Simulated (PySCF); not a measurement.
**Calculated NMR parameters of (CH3)2CHCHF2**

| Property | Result |
| --- | --- |
| Formula | C4H8F2 |
| SMILES | CC(C)C(F)F |
| Point group of the computed structure | C1 |
| Degrees of unsaturation | 0 |
| Carbon signals | 3 |
| Proton signals | 3 |

Structure with atom numbers: `[CH3:1][CH:2]([CH3:3])[CH:4]([F:5])[F:6]`; H(Xn) means a hydrogen on atom n.

No solvent, non-relativistic Hamiltonian, one averaged value for each set of equivalent atoms, one conformer. KT3/pcSseg-2 with gauge-including orbitals; geometry: PBE0-D3(BJ)/def2-SVP; B3LYP/pcJ-1 coupling constants (spin–dipole term only in couplings to heteroatoms); PySCF.

Shifts are taken against calculated references (same method and geometry level): TMS for ¹H (σ = 31.35 ppm) and ¹³C (σ = 181.31 ppm); ¹⁹F (σ = 146.91 ppm) against CFCl3.

| carbon | δC, type | δH (multiplicity, J in Hz) | HMBC from (abs. J ≥ 3 Hz) | span of the C tensor (ppm) |
| --- | --- | --- | --- | --- |
| C1/C3 | 16.1, CH3 | 0.99 (d, 7.8) | H(C2), H(C1)/H(C3) | 30 |
| C2 | 38.4, CH | 1.85 (t of sept of d, 15.3, 7.8, 1.9) | H(C4), H(C1)/H(C3) | 17 |
| C4 | 124.2, CH | 5.82 (td, 64.6, 1.9) | H(C1)/H(C3) | 34 |

Other nuclei:
```tsv
atoms	nucleus	environment	δ (ppm)	σ (ppm)
F5/F6	¹⁹F	fluorine of a CF2 group	-157.1	304.0
```

Selected couplings (Hz, signed; the shortest-range and largest first, 30 at most; isotopes ¹³C, ¹⁹F, ¹H): ¹J(C4,F5) -302.5, ¹J(C4,H(C4)) 185.5, ¹J(C1,H(C1)) 134.0, ¹J(C2,H(C2)) 130.8, ¹J(C2,C4) 45.7, ¹J(C1,C2) 36.5, ²J(F5,H(C4)) 64.6, ²J(C2,F5) 20.3, ³J(F5,H(C2)) 15.3, ³J(H(C1),H(C2)) 7.8, ³J(C1,F5) 4.4, ³J(H(C2),H(C4)) 1.9.

1. Carbon types of the structure: 2 × CH, 2 × CH3, which accounts for all hydrogens.
2. δC 124.2: sp3 CH bonded to 2 F; 2 electronegative neighbours deshield it.
3. δC 38.4: sp3 CH; a saturated carbon with 3 carbon neighbours and no heteroatom attached.
4. δC 16.1: methyl carbon; saturated and bonded to C and H only.
5. δH 5.82: hydrogen on an sp3 CH bonded to 2 F; its carbon carries F, hence the downfield position.
6. δH 0.99: hydrogen on a methyl carbon; far from electronegative atoms and π systems.
7. The protons at 0.99 and 1.85 share a coupling of 7.8 Hz (vicinal).

Common functionals overestimate the size of one-bond C–F couplings by tens of Hz; these are unscaled. Splittings below 1 Hz are ignored in the labels, and close J values are merged. Unscaled 3J(H,H) at this level run about 10 % above measured values. Shifts are as computed, not scaled to solution data. Of 1211 compounds with measured shifts, 218 miss one by over three times the rms of a fit or turn the order of signals round; such compounds aren't used in these exercises. Unscaled 19F shifts against computed CFCl3 carry errors that often reach 10 to 50 ppm. Only one conformer was computed, so three-bond couplings in flexible chains and rings are approximate.
